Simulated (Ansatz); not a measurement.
# H₄LiNSi: functionals against CCSD(T) at one geometry

How do the functionals fare away from a minimum? The structure is a frame of a short trajectory.

Computed with Ansatz 0.2.0, Gaussian basis. Level: single points in def2-TZVPP.

Cores are frozen in the correlated methods. The outer core shell of Li, Na, Mg and K is correlated.

## 1. The system as given

7 atoms, charge 0, spin multiplicity 1.

Atoms are counted from 1 here; the program's logs count them from 0.

Bond lengths: Li1–N2 1.787 Å, N2–Si3 1.770 Å, N2–H4 1.074 Å, Si3–H5 1.481 Å, Si3–H6 1.464 Å, Si3–H7 1.498 Å. Angles: Li1–N2–Si3 141.5°, Li1–N2–H4 111.0°, Si3–N2–H4 104.2°, N2–Si3–H5 114.3°, N2–Si3–H6 118.4°, N2–Si3–H7 116.6°, H5–Si3–H6 99.3°, H5–Si3–H7 104.5°, H6–Si3–H7 101.1°.

Geometry (Å):

```xyz
7
charge 0, multiplicity 1
Li   -2.0236   -1.4838    0.7951
N    -0.6034   -0.8048   -0.0507
Si    0.4834    0.5923   -0.0330
H    -0.0277   -1.5814   -0.5187
H     0.5314    1.3447   -1.3083
H     0.1858    1.6959    0.8823
H     1.9188    0.3217    0.2985
```

## 2. PBE-D4/def2-TZVPP

Input file run/in.yaml:

```yaml
crystal:
  periodic: [false, false, false]
  atoms:
    - {symbol: Li, position_ang: [-2.023644, -1.483817, 0.795093]}
    - {symbol: N, position_ang: [-0.603432, -0.804830, -0.050738]}
    - {symbol: Si, position_ang: [0.483401, 0.592321, -0.033001]}
    - {symbol: H, position_ang: [-0.027661, -1.581380, -0.518724]}
    - {symbol: H, position_ang: [0.531420, 1.344652, -1.308320]}
    - {symbol: H, position_ang: [0.185782, 1.695904, 0.882280]}
    - {symbol: H, position_ang: [1.918837, 0.321694, 0.298464]}
basis:
  gaussian: {orbitals: def2-TZVPP}
hamiltonian: {xc: pbe, dispersion: d4}
output: {forces: true}
```

Launch:

```console
ansatz run in.yaml --threads 2 --pin off --events-out ev --progress --plain --max-ram 3481MiB
```

## 3. r2SCAN-D4/def2-TZVPP

run/in.yaml, as its differences from that of step 2:

```diff
@@ -12,3 +12,3 @@
   gaussian: {orbitals: def2-TZVPP}
-hamiltonian: {xc: pbe, dispersion: d4}
+hamiltonian: {xc: r2scan, dispersion: d4}
 output: {forces: true}
```

## 4. PBE0-D4/def2-TZVPP

run/in.yaml, as its differences from that of step 3:

```diff
@@ -12,3 +12,3 @@
   gaussian: {orbitals: def2-TZVPP}
-hamiltonian: {xc: r2scan, dispersion: d4}
-output: {forces: true}
+hamiltonian: {xc: pbe0, dispersion: d4}
+output: {forces: true, orbitals: {seedname: orbitals}}
```

## 5. wB97M-V/def2-TZVPP

run/in.yaml, as its differences from that of step 4:

```diff
@@ -12,3 +12,3 @@
   gaussian: {orbitals: def2-TZVPP}
-hamiltonian: {xc: pbe0, dispersion: d4}
-output: {forces: true, orbitals: {seedname: orbitals}}
+hamiltonian: {xc: {name: wB97M-V}}
+output: {forces: true}
```

## 6. CCSD(T)/def2-TZVPP

run/in.yaml, as its differences from that of step 5:

```diff
@@ -12,3 +12,3 @@
   gaussian: {orbitals: def2-TZVPP}
-hamiltonian: {xc: {name: wB97M-V}}
+correlation: {method: ccsd_t}
 output: {forces: true}
```

(Steps that only read results are left out.)

Before running it: what results should come out? Wanted: energy less free atoms, CCSD(T)/def2-TZVPP; RMS force component; RMS force error; HOMO and LUMO, PBE0-D4; T1 diagnostic.

The runs gave:

| quantity | value |
| --- | --- |
| energy less free atoms, CCSD(T)/def2-TZVPP | -464.9 kcal/mol |
| RMS force component | 0.617 to 0.728 eV/Å over the methods |
| RMS force error | PBE-D4 0.144, r2SCAN-D4 0.057, PBE0-D4 0.085, wB97M-V 0.050 eV/Å |
| HOMO and LUMO, PBE0-D4 | -5.47 and -1.24 eV |
| T1 diagnostic | 0.012 |

What this shows: Against CCSD(T) the functionals' energies less atoms differ by -18.1 to -5.0 kcal/mol, PBE-D4 by -13.2 kcal/mol. The reference is not at the basis limit: in triple zeta CCSD(T) underbinds, which counts against methods that bind more; the gaps are no ranking. The forces of wB97M-V come nearest to CCSD(T), those of PBE-D4 are farthest. Frozen-core CCSD(T) forces in triple zeta carry basis errors of their own, and this is one geometry, so small gaps rank nothing.
